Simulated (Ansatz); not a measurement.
```yaml
crystal:
  periodic: [false, false, false]
  atoms:
    - {symbol: N, position_ang: [-2.674049, -0.224080, -0.001496]}
    - {symbol: Al, position_ang: [-0.982555, -0.232145, -0.001388]}
    - {symbol: Si, position_ang: [1.410586, -0.402202, -0.001316]}
    - {symbol: H, position_ang: [2.246018, 0.858427, 0.004200]}
basis:
  gaussian: {orbitals: def2-TZVP}
magnetization: {spin_polarized: true, initial_magnetization: 1}
hamiltonian: {xc: pbe0}
relax: {f_tol: 0.004, max_steps: 80}
```

```sh
$ ansatz run in.yaml --threads 1 --pin off --events-out ev --progress --plain --max-ram 2176MiB
```

Steps of the relaxation (energy above the last step; positions in Å, forces in eV/Å):

```
4
step 1, 535.5 meV
N    -2.674   -0.224   -0.001   -2.211   -0.124    0.041
Al   -0.983   -0.232   -0.001    2.379    0.519   -0.068
Si    1.411   -0.402   -0.001    0.304   -0.572    0.023
H     2.246    0.858    0.004   -0.472    0.178    0.004
```

```
4
step 2, 191.1 meV
N    -2.627   -0.271    0.016   -1.664   -0.204    0.038
Al   -0.899   -0.058   -0.029    1.956    0.351   -0.032
Si    1.467   -0.544    0.008    0.104   -0.028    0.000
H     2.059    0.874    0.006   -0.396   -0.118   -0.006
```

```
4
step 3, 109.1 meV
N    -2.600   -0.311    0.005    0.297    0.244   -0.006
Al   -0.780    0.095   -0.011   -0.010   -0.540    0.012
Si    1.514   -0.650    0.008   -0.301    0.639   -0.010
H     1.866    0.867   -0.003    0.013   -0.343    0.004
```

```
4
step 6, 32.9 meV
N    -2.596   -0.166    0.003   -0.036    0.037   -0.002
Al   -0.761   -0.119   -0.007    0.075   -0.027    0.003
Si    1.561   -0.612    0.005    0.023   -0.078   -0.001
H     1.796    0.897    0.000   -0.062    0.069   -0.001
```

```
4
step 8, 12.7 meV
N    -2.511    0.007   -0.003    0.104    0.000    0.000
Al   -0.685   -0.277    0.001    0.091   -0.044   -0.001
Si    1.669   -0.632    0.002   -0.187   -0.073    0.000
H     1.527    0.902   -0.001   -0.008    0.117    0.000
```

```
4
step 14, 0.0 meV
N    -2.323    0.195   -0.002   -0.002    0.001    0.000
Al   -0.575   -0.423   -0.001    0.002   -0.001    0.000
Si    1.742   -0.623    0.002    0.002   -0.001    0.000
H     1.155    0.851    0.000   -0.001    0.001    0.000
```

```
4
step 16, 0.0 meV
N    -2.320    0.198   -0.002    0.000    0.000    0.000
Al   -0.573   -0.425    0.000    0.000    0.000    0.000
Si    1.743   -0.622    0.002    0.000    0.000    0.000
H     1.150    0.850    0.000    0.000    0.000    0.000
```

Close pairs at the end: Si3–H4 1.588 Å, N1–Al2 1.855 Å, Al2–Si3 2.325 Å.

A stationary point of unrestricted PBE0 after 16 steps, with ⟨S²⟩ = 1.569 against 0.75 for a pure state; no frequencies were run, so it isn't proven a minimum. 87 s on 1 thread of AMD EPYC 9R14, shared host.
